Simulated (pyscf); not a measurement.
## Four-centre exchange: `[OH][BH][OH]` + `[CH4]` → `[OH][BH][OH]` + `[CH4]`

Gas phase, singlet surface, charge 0. Bonds broken: O1–H8, H4–C7. Bonds formed: O1–H4, C7–H8. PySCF, gas phase, ωB97X-D3(BJ)/def2-SVP geometries. MP2 and CC: frozen core, UHF for open shells. ΔMP2 is the change of the MP2 total energy from the triple- to the quadruple-zeta basis.

Transition state (Å):

```xyz
11

O     -0.9894    -0.2981     0.1360
B     -1.1513    -1.6350     0.0343
O     -1.7336    -2.2240    -1.0607
H     -0.9628     1.0252    -0.1859
H     -0.7861    -2.3863     0.9162
H     -1.9946    -1.5586    -1.7088
C     -0.5335     2.1455     0.3900
H     -0.5388     0.8787     0.7278
H     -0.0771     2.2969     1.3847
H      0.1874     2.4984    -0.3595
H     -1.4694     2.7206     0.3753
```

One imaginary mode, 2314i cm⁻¹; descent along it reached the two sides named.

```json
[
 {"bond": "O1–H8", "change": "breaks", "reactant side (Å)": "0.971", "saddle": "1.392", "product side": "2.595"},
 {"bond": "H4–C7", "change": "breaks", "reactant side (Å)": "1.099", "saddle": "1.331", "product side": "2.9"},
 {"bond": "O1–H4", "change": "forms", "reactant side (Å)": "2.550", "saddle": "1.362", "product side": "0.964"},
 {"bond": "C7–H8", "change": "forms", "reactant side (Å)": "3.2", "saddle": "1.311", "product side": "1.099"}
]
```

Electronic energies relative to the separated reactants (eV):

```tsv
level	barrier	reaction energy	reverse barrier
ωB97X-D3(BJ)/def2-TZVP	3.44	0.00	3.44
PBE/def2-TZVP	2.97	0.00	2.97
r²SCAN/def2-TZVP	3.19	0.00	3.19
B3LYP-D3(BJ)/def2-TZVP	3.33	0.00	3.33
PBE0-D3(BJ)/def2-TZVP	3.22	0.00	3.22
M06-2X/def2-TZVP	3.43	0.00	3.43
ωB97M-D3(BJ)/def2-TZVP	3.39	0.00	3.39
HF/def2-TZVP	4.42	0.00	4.42
MP2/def2-QZVPP	3.39	0.00	3.39
CCSD/def2-TZVPP	3.71	0.00	3.71
CCSD(T)/def2-TZVPP	3.55	0.00	3.55
CCSD(T)/def2-TZVPP + ΔMP2(QZVPP)	3.51	0.00	3.51
```

With CCSD(T)/def2-TZVPP + ΔMP2(QZVPP) energies and thermal terms (ideal gas, 1 atm, RRHO with modes under 100 cm⁻¹ raised to 100, one conformer, R ln 2 for chiral ones without a mode under 150 cm⁻¹), in eV:

```json
[
 {"T (K)": "298", "ΔH‡": "3.33", "ΔG‡": "3.70", "ΔH": "0.00", "ΔG": "0.00"},
 {"T (K)": "600", "ΔH‡": "3.36", "ΔG‡": "4.06", "ΔH": "0.00", "ΔG": "0.00"},
 {"T (K)": "900", "ΔH‡": "3.41", "ΔG‡": "4.39", "ΔH": "0.00", "ΔG": "0.00"},
 {"T (K)": "1200", "ΔH‡": "3.45", "ΔG‡": "4.71", "ΔH": "0.00", "ΔG": "0.00"}
]
```

The same reactants have a lower exit, to H₃C–B(OH)–OH + H₂ (barrier +2.67 eV at ωB97M-D3(BJ)/def2-TZVP, against +3.39 eV here). One saddle was located; it need not be the lowest between these sides. The CCSD(T) − MP2 part came from Ansatz, without density fitting, on the same reference.
